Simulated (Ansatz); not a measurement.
**BNH4 (triplet): from Hartree-Fock to the top rungs at distance B1–H4 along a hydrogen transfer = 1.110 Å, cc-pVDZ**

An exercise on one series of results from a longer session: the logs are not shown, and one member is left open.

The runs use Ansatz 0.2.0, Gaussian basis; cc-pVDZ, core rule «outside noble gas», up to 2 orbitals frozen.

Plan: UHF; CCSD(T) on ROHF; CCSD(T) on UHF; BCCD(T) on ROHF; CISD; CCSDT(Q) on ROHF; CCSDT(Q) on UHF; CASSCF and MRCISD+Q, 4 electrons in 4 orbitals; CASSCF and NEVPT2, 4 electrons in 4 orbitals.

8 further runs of the same task are left out: 1 for a mislabelled method, 7 that didn't finish.

## What is computed

The geometry derives from fragments relaxed apart (PBE0/def2-TZVP) and kept rigid, so it is no stationary point. A hydrogen atom is moved between rigid fragments.

6 atoms, charge 0, spin multiplicity 3.

Atoms are counted from 1 here; the program's logs count them from 0.

Bond lengths: B1–H2 1.193 Å, B1–H3 1.193 Å, B1–H4 1.110 Å, N5–H6 1.040 Å. Angles: H2–B1–H3 120.0°, H2–B1–H4 120.0°, H3–B1–H4 120.0°.

Set-up of the first run:

Input file in.yaml:

```yaml
crystal:
  periodic: [false, false, false]
  atoms:
    - {symbol: B, position_ang: [-1.311768, 0.035086, 0.000000]}
    - {symbol: H, position_ang: [-1.908501, 1.068657, 0.000000]}
    - {symbol: H, position_ang: [-1.908502, -0.998486, 0.000000]}
    - {symbol: H, position_ang: [-0.201768, 0.035086, 0.000000]}
    - {symbol: N, position_ang: [1.196232, 0.035086, 0.000000]}
    - {symbol: H, position_ang: [1.465313, -0.969141, 0.000000]}
basis:
  gaussian: {orbitals: cc-pVDZ}
magnetization: {spin_polarized: true, initial_magnetization: 2}
hamiltonian: {xc: hf}
output: {orbitals: {seedname: orbitals}}
```

Command:

```console
$ ansatz run in.yaml --threads 1 --pin off --events-out ev --progress --plain --max-ram 2393MiB
```

Steps of the session up to this table: UHF; CCSD(T) on ROHF; CCSD(T) on UHF; BCCD(T) on ROHF; CISD; CCSDT(Q) on ROHF; CCSDT(Q) on UHF; CASSCF and MRCISD+Q, 4 electrons in 4 orbitals; CASSCF and NEVPT2, 4 electrons in 4 orbitals.

One table of the session follows, with a row left open; its other results are not shown here.

| method | from UCCSDT(Q) (meV) |
| --- | --- |
| ROHF | +7278.4 |
| UHF | +7033.0 |
| RMP2 | +1320.5 |
| UMP2 | +1322.8 |
| CISD | +659.8 |
| RCCSD | ? |
| UCCSD | +152.2 |
| RCCSD(T) | +30.3 |
| UCCSD(T) | +29.7 |
| BCCD(T) | +30.7 |
| RCCSDT | +7.4 |
| UCCSDT | +6.2 |
| RCCSDT(Q) | +1.2 |
| UCCSDT(Q) | 0 |
| CASSCF pair | +6659.5 |
| NEVPT2 pair | +1254.9 |
| MRCISD pair | +580.4 |
| MRCISD+Q pair | +34.2 |

**Question.** Estimate the row for RCCSD.

The run gave: from UCCSDT(Q) (meV): +156.3. In the column «from UCCSDT(Q) (meV)» it lies between UCCSD (+152.2) and MRCISD pair (+580.4).

Caveats from the session: Restricted and unrestricted rows rest on different reference determinants; where their highest levels disagree by more than a few hundredths of an eV, they describe different states and don't form one ladder.
